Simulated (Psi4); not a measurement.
**Two attempts at SiH3O (SMILES [O][SiH3])**

Aim: a single-point energy of SiH3O at UMP2/jun-cc-pV(D+d)Z (ZORA, density fitting, density fitting for correlation).

Program for the calculation: Psi4 1.11.

4 further runs of the same task are left out: 1 that didn't finish, 3 set aside as unsound or not needed.

### Step 1. Starting point

SiH3O has 5 atoms, charge 0, and is taken as a doublet. SMILES: `[O][SiH3]`. The coordinates come from a GFN2-xTB relaxation.

Bond lengths: O1–Si2 1.530 Å, Si2–H3 1.490 Å, Si2–H4 1.494 Å, Si2–H5 1.496 Å. Angles: O1–Si2–H3 115.3°, O1–Si2–H4 114.5°, O1–Si2–H5 114.3°, H3–Si2–H4 104.6°, H3–Si2–H5 104.2°, H4–Si2–H5 102.6°.

### Step 2. The input as first written

calc.inp reads:

```
memory 1600 mb

molecule {
  0 3
  O
  Si 1 r2
  H 2 r3 1 a3
  H 2 r4 3 a4 1 d4
  H 2 r5 3 a5 4 d5

  r2 = 1.5302
  r3 = 1.489553
  a3 = 115.31641
  r4 = 1.49436
  a4 = 104.5891
  d4 = 126.66222
  r5 = 1.495831
  a5 = 104.18118
  d5 = 107.30643
  symmetry c1
  no_reorient
  no_com
}

set {
  basis jun-cc-pV(D+d)Z
  reference uhf
  freeze_core true
  mp2_type df
  relativistic zora
}

energy('mp2')
```

Command:

```bash
psi4 -n 1 calc.inp calc.out
```

calc.out:

```text
Psi4 1.11 release

qcelemental.exceptions.ValidationError: Inconsistent or unspecified chg/mult: sys chg: None, frag chg: [0.0], sys mult: None, frag mult: [3]

Printing out the relevant lines from the Psithon --> Python processed input file:
    from psi4.driver.wrapper_database import database, db, DB_RGT, DB_RXN
    from psi4.driver.wrapper_autofrag import auto_fragments
    psi4_io = core.IOManager.shared_object()
    core.set_memory_bytes(1600000000)

--> geometry("""
      0 3
      O
      Si 1 r2
      H 2 r3 1 a3
      H 2 r4 3 a4 1 d4

!----------------------------------------------------------------------------------!
!                                                                                  !
!  Inconsistent or unspecified chg/mult: sys chg: None, frag chg: [0.0], sys mult: !
!     None, frag mult: [3]                                                         !
!                                                                                  !
!----------------------------------------------------------------------------------!

    Psi4 run time: 0:00:00.00
```

Wall time 1.2 s (1 thread of Intel Xeon Platinum 8375C at 2.90GHz (Ice Lake), shared host); peak memory 0.13 GiB.

### Step 3. Reading the log

The program refused the input.

The telling line is `qcelemental.exceptions.ValidationError: Inconsistent or unspecified chg/mult: sys chg: None, frag chg: [0.0], sys mult: None, frag mult: [3]`. What is wrong: the spin state typed doesn't suit the molecule. To mend it: multiplicity 2 in place of 3.

### Step 4. Second attempt

input.dat reads:

```
memory 1600 MB

molecule system {
  0 2
  O
  Si 1 r2
  H 2 r3 1 a3
  H 2 r4 3 a4 1 d4
  H 2 r5 3 a5 4 d5

  r2 = 1.5302
  r3 = 1.489553
  a3 = 115.31641
  r4 = 1.49436
  a4 = 104.5891
  d4 = 126.66222
  r5 = 1.495831
  a5 = 104.18118
  d5 = 107.30643
  units angstrom
  symmetry c1
  no_reorient
  no_com
}

set {
  basis        jun-cc-pV(D+d)Z
  reference    uhf
  freeze_core  true
  mp2_type     df
  relativistic zora
}

E, wfn = energy('mp2', return_wfn=True)
```

Command:

```bash
psi4 -i input.dat -o output.dat -n 1
```

output.dat:

```text
[...]
  Running in c1 symmetry.
[...]
  Nuclear repulsion =   59.280899925807908
[...]
  Multiplicity = 2
[...]
  Nalpha       = 13
  Nbeta        = 12
[...]
    Number of basis functions: 60
[...]
   @DF-UHF iter   1:  -366.22576797412097   -5.24912e-01   9.89381e-03 ADIIS/DIIS
[...]
   @DF-UHF iter  31:  -366.49894451739067   -1.46656e-11   3.46212e-09 DIIS
[...]
   @S^2 Observed:                7.584084923E-01
[...]
    Orbital Energies [Eh]
    ---------------------
    Alpha Occupied:
       1A    -69.173328     2A    -20.683890     3A     -6.189277
       4A     -4.273361     5A     -4.269665     6A     -4.269142
       7A     -1.433022     8A     -0.749192     9A     -0.705612
      10A     -0.624533    11A     -0.618781    12A     -0.482192
      13A     -0.467833
    Alpha Virtual:
      14A      0.053506    15A      0.064918    16A      0.066728
      17A      0.069133    18A      0.186744    19A      0.198185
      20A      0.211375    21A      0.217780    22A      0.220711
      23A      0.231216    24A      0.286256    25A      0.357527
[...]
  @DF-UHF Final Energy:  -366.49894451739067
   => Energetics <=
    Nuclear Repulsion Energy =             59.2808999258079083
    One-Electron Energy =                -624.6679718354580473
    Two-Electron Energy =                 198.8881273922594914
    Total Energy =                       -366.4989445173906120
  UHF NO Occupations:
  HONO-2 :   11  A 1.9987239
  HONO-1 :   12  A 1.9981149
[...]
 Multipole Moments:
 ------------------------------------------------------------------------------------
     Multipole            Electronic (a.u.)      Nuclear  (a.u.)        Total (a.u.)
 ------------------------------------------------------------------------------------
 L = 1.  Multiply by 2.5417464519 to convert [e a0] to [Debye]
 Dipole X            :         -0.0032755            0.0111574            0.0078819
 Dipole Y            :         -0.0228485            0.0517776            0.0289291
 Dipole Z            :         -2.8492074            3.1113294            0.2621220
 Magnitude           :                                                    0.2638313
[...]
```

Wall time 14 s (1 thread of Intel Xeon Platinum 8375C at 2.90GHz (Ice Lake), shared host); peak memory 0.39 GiB.

### Step 5. Summary of results

At UMP2/jun-cc-pV(D+d)Z (ZORA, density fitting, density fitting for correlation):

| quantity | value |
| --- | --- |
| total energy | -366.74458 Eh |
| HOMO energy (Hartree–Fock orbitals) (highest over α and β) | -12.39 eV |
| LUMO energy (Hartree–Fock orbitals) (lowest over α and β) | 0.12 eV |
| correlation energy (6 core orbitals frozen) | -245.6 mEh |
| ⟨S²⟩ of the reference determinant | 0.758 |
